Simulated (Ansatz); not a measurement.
Reaction (SMILES): OO (H2O2) → 2 H atom + 2 O atom
B3LYP-D3(BJ)/def2-TZVP geometries, fixed; electronic energies without zero-point terms.
Largest species:
```xyz
4

O      0.0155     0.7238    -0.0702
O     -0.0112    -0.7261    -0.0419
H      0.8057     0.8967     0.4614
H     -0.8394    -0.8786     0.4355
```
Charge 0, spin multiplicity 1.

Basis-set convergence of the atomisation energy at B2PLYP with Ansatz (a program for electronic structure). Cartesian d functions, on some or all atoms, in 6-31G*, 6-31+G*; all else is spherical. Cores are frozen. Open shells are unrestricted. No added dispersion term, no relativity. Functions are those of the species that has most. Reference: the value in aug-pcseg-3, 266.87 kcal/mol, itself unsure by roughly 0.35 kcal/mol (its mean distance from aug-cc-pVQZ, cc-pV5Z, def2-QZVPPD). Deviations are taken from unrounded values.

| basis | functions | atomisation energy (kcal/mol) |
|---|---|---|
| 6-31G* | 34 | 247.02 |
| 6-31+G* | 42 | 248.65 |
| cc-pVDZ | 38 | 249.17 |
| aug-cc-pVDZ | 64 | 258.15 |
| def2-SVP | 38 | 254.51 |
| def2-SVPD | 62 | 261.07 |
| pcseg-1 | 38 | 250.63 |
| aug-pcseg-1 | 64 | 258.16 |
| 6-311G** | 48 | 254.33 |
| 6-311+G** | 56 | 256.00 |
| def2-TZVP | 74 | 260.00 |
| def2-TZVPD | 98 | 261.66 |
| cc-pVTZ | 88 | 262.69 |
| aug-cc-pVTZ | 138 | 264.73 |
| pcseg-2 | 88 | 264.08 |
| aug-pcseg-2 | 138 | 265.04 |
| def2-TZVPP | 90 | 263.42 |
| def2-TZVPPD | 114 | 264.31 |
| cc-pVQZ | 170 | 265.72 |
| aug-cc-pVQZ | 252 | 266.62 |
| def2-QZVPP | 174 | 265.85 |
| def2-QZVPPD | 198 | 266.16 |
| pcseg-3 | 186 | 266.68 |
| aug-pcseg-3 | 268 | 266.87 |

What the diffuse functions change, pair by pair:
- 6-31G* to 6-31+G*: 8 more functions, deviation -19.85 to -18.22 kcal/mol
- cc-pVDZ to aug-cc-pVDZ: 26 more functions, deviation -17.70 to -8.72 kcal/mol
- def2-SVP to def2-SVPD: 24 more functions, deviation -12.36 to -5.80 kcal/mol
- pcseg-1 to aug-pcseg-1: 26 more functions, deviation -16.24 to -8.71 kcal/mol
- 6-311G** to 6-311+G**: 8 more functions, deviation -12.54 to -10.87 kcal/mol
- def2-TZVP to def2-TZVPD: 24 more functions, deviation -6.87 to -5.21 kcal/mol
- cc-pVTZ to aug-cc-pVTZ: 50 more functions, deviation -4.18 to -2.14 kcal/mol
- pcseg-2 to aug-pcseg-2: 50 more functions, deviation -2.79 to -1.83 kcal/mol
- def2-TZVPP to def2-TZVPPD: 24 more functions, deviation -3.45 to -2.56 kcal/mol
- cc-pVQZ to aug-cc-pVQZ: 82 more functions, deviation -1.15 to -0.25 kcal/mol
- def2-QZVPP to def2-QZVPPD: 24 more functions, deviation -1.02 to -0.71 kcal/mol
- pcseg-3 to aug-pcseg-3: 82 more functions, deviation -0.19 to 0.00 kcal/mol

Leaving out the reference's own pair, they bring the value nearer the reference by more than 0.35 kcal/mol in 10 of 11 pairs.
